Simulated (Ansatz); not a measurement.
# Si₂NH₆ radical: basis-set convergence

How large a basis does Si₂NH₆ radical need? Two functionals and correlated methods are run in growing sets.

Program: Ansatz 0.2.0, Gaussian basis. Level of theory: one geometry, several basis sets. These are calculated values, not measurements.

Levels to be run: PBE0-D4/def2-SVP; ωB97M-V/def2-SVP; PBE0-D4/def2-QZVPP; ωB97M-V/def2-QZVPP; CCSD(T)/cc-pV(D+d)Z; CCSD(T)/cc-pV(T+d)Z; CCSD(T)/cc-pV(Q+d)Z; the functionals' def2-TZVPP values are taken from earlier runs.

**1. The relaxed structure**

All runs share one geometry, relaxed beforehand with PBE0-D4 in a triple-zeta def2 set.

SMILES `N[SiH][SiH3]`, 9 atoms, charge 0, spin multiplicity 2.

Atoms are counted from 1 here; the program's logs count them from 0.

Bond lengths: N1–Si2 1.726 Å, N1–H4 1.007 Å, N1–H5 1.007 Å, Si2–Si3 2.338 Å, Si2–H6 1.494 Å, Si3–H7 1.491 Å, Si3–H8 1.490 Å, Si3–H9 1.488 Å. Angles: Si2–N1–H4 121.0°, Si2–N1–H5 120.5°, H4–N1–H5 111.4°, N1–Si2–Si3 110.8°, N1–Si2–H6 105.7°, Si3–Si2–H6 112.7°, Si2–Si3–H7 114.8°, Si2–Si3–H8 108.4°, Si2–Si3–H9 108.6°, H7–Si3–H8 107.8°, H7–Si3–H9 108.7°, H8–Si3–H9 108.3°.

**2. PBE0-D4 in def2-SVP**

in.yaml

```yaml
crystal:
  periodic: [false, false, false]
  atoms:
    - {symbol: N, position_ang: [-0.800122, 0.840294, -1.401345]}
    - {symbol: Si, position_ang: [-0.412586, 0.902057, 0.278940]}
    - {symbol: Si, position_ang: [0.627803, -1.077022, 0.962541]}
    - {symbol: H, position_ang: [-1.356728, 0.089936, -1.777724]}
    - {symbol: H, position_ang: [-0.920915, 1.689329, -1.930011]}
    - {symbol: H, position_ang: [0.461641, 2.102092, 0.448155]}
    - {symbol: H, position_ang: [1.938503, -1.353910, 0.307225]}
    - {symbol: H, position_ang: [-0.282415, -2.217043, 0.659822]}
    - {symbol: H, position_ang: [0.833320, -1.021934, 2.435297]}
basis:
  gaussian: {orbitals: def2-SVP}
magnetization: {spin_polarized: true, initial_magnetization: 1}
hamiltonian: {xc: pbe0, dispersion: d4}
output: {orbitals: {seedname: orbitals}}
```

Launch:

```bash
$ ansatz run in.yaml --threads 2 --pin off --events-out ev --progress --plain --max-ram 32768MiB --backend cpu
```

After this run come: ωB97M-V in def2-SVP; PBE0-D4 in def2-QZVPP; ωB97M-V in def2-QZVPP; CCSD(T) in cc-pV(D+d)Z; CCSD(T) in cc-pV(T+d)Z; CCSD(T) in cc-pV(Q+d)Z.

Q: Predict the results of all the runs planned. Wanted: MP2 correlation recovered, cc-pV(D+d)Z; MP2 correlation recovered, cc-pV(T+d)Z; MP2 correlation recovered, cc-pV(Q+d)Z; CCSD(T) limit from def2 sets; PBE0-D4: double and triple zeta above quadruple; ωB97M-V: double and triple zeta above quadruple.

The runs gave:

| quantity | value |
| --- | --- |
| MP2 correlation recovered, cc-pV(D+d)Z | 71.3 % |
| MP2 correlation recovered, cc-pV(T+d)Z | 88.9 % |
| MP2 correlation recovered, cc-pV(Q+d)Z | 95.4 % |
| CCSD(T) limit from def2 sets (earlier runs) less the limit of this series | -61 meV |
| PBE0-D4: double and triple zeta above quadruple | 8.13, 0.64 eV |
| ωB97M-V: double and triple zeta above quadruple | 8.22, 0.61 eV |

**Reading.** For PBE0-D4 the step from double to triple zeta gains 7.49 eV and the next only 0.64 eV. Correlation climbs from 71 % (cc-pV(D+d)Z) to 95 % (cc-pV(Q+d)Z) of the limit; Hartree-Fock is 0.097 eV from its own by then. A limit from the def2 sets, made apart, differs by 61 meV, a least measure of the doubt on such a limit. These are total energies; as a rule much of such shifts cancels in differences, which this series doesn't test.
